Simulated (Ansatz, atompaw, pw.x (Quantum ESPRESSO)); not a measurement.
Which Ru potential is closest to all-electron in the bcc crystal?

All use LDA (PW92), scalar-relativistic, no spin, cutoffs from each file’s atomic test, pw.x 7.5; 15³ k-points, Fermi–Dirac smearing 0.01 Ry. Δ is the rms difference from all-electron LAPW of the E(V) curves that follow from fits to the pressures, over ±6 % in volume. Mesh and smearing are coarse and serve the comparison alone. The files are a selection: those with a ghost or negative overlap were mostly not run, and those with noisy or unconverged pressures or nearly equal Δ are left out.

All-electron: a0 = 3.003 Å (V0 = 13.53 Å³/atom), B0 = 326.0 GPa.

(1) Rank them by Δ, smallest first.
A. PAW, atompaw 4.2.0.5, LDA (PW92); core [Ar] 3d10, reference 4s2 4p6 4d7 5s1 5p0; waves: 4s (bound): rc 1.15 bohr; 5s (bound): rc 1.55 bohr; 4p (bound): rc 1.55 bohr; 5p (bound, empty): rc 1.55 bohr; 4d (bound): rc 2.45 bohr; 4d channel at 0.05 Ry: rc 2.45 bohr; local part: bessel scheme, radius 1.75 bohr; core correction: smooth core density matched at 2.35 bohr; augmentation: besselshape compensation charge, radius 2.15 bohr; PAW radius 2.45 bohr; waves and projectors: custom polynom vanderbiltortho.
B. PAW, atompaw 4.2.0.5, LDA (PW92); core [Ar] 3d10, reference 4s2 4p6 4d7 5s1 5p0; waves: 4s (bound): rc 1.50 bohr; 5s (bound): rc 1.80 bohr; 4p (bound): rc 1.75 bohr; 5p (bound, empty): rc 2.05 bohr; 4d (bound): rc 1.80 bohr; 4d channel at 2.3 Ry: rc 1.80 bohr; local part: bessel scheme, radius 1.65 bohr; core correction: smooth core density matched at 1.15 bohr; augmentation: besselshape compensation charge, radius 1.55 bohr; PAW radius 2.05 bohr; waves and projectors: custom rrkj gramschmidtortho.
C. PAW, atompaw 4.2.0.5, LDA (PW92); core [Ar] 3d10, reference 4s2 4p6 4d7 5s1 5p0; waves: 4s (bound): rc 1.35 bohr; 5s (bound): rc 2.40 bohr; 4p (bound): rc 1.30 bohr; 5p (bound, empty): rc 2.40 bohr; 4d (bound): rc 2.40 bohr; 4d channel at 3.55 Ry: rc 2.40 bohr; local part: troulliermartins scheme with l = 3 at 1 Ry, radius 2.25 bohr; core correction: smooth core density matched at 1.50 bohr; augmentation: sinc compensation charge, radius 2.40 bohr; PAW radius 2.40 bohr; waves and projectors: custom rrkj gramschmidtortho.
D. PAW, atompaw 4.2.0.5, LDA (PW92); core [Kr], reference 4d7 5s1 5p0; waves: 5s (bound): rc 3.00 bohr; 5s channel at 2.55 Ry: rc 3.00 bohr; 5p (bound, empty): rc 3.00 bohr; 5p channel at 2 Ry: rc 3.00 bohr; 4d (bound): rc 3.00 bohr; 4d channel at 0.45 Ry: rc 3.00 bohr; local part: bessel scheme, radius 2.45 bohr; core correction: smooth core density matched at 2.40 bohr; augmentation: sinc compensation charge, radius 2.85 bohr; PAW radius 3.00 bohr; waves and projectors: custom polynom vanderbiltortho.

Results:

(1) C (0.7 meV/atom), B (7.6 meV/atom), A (10.5 meV/atom), D (37.6 meV/atom).
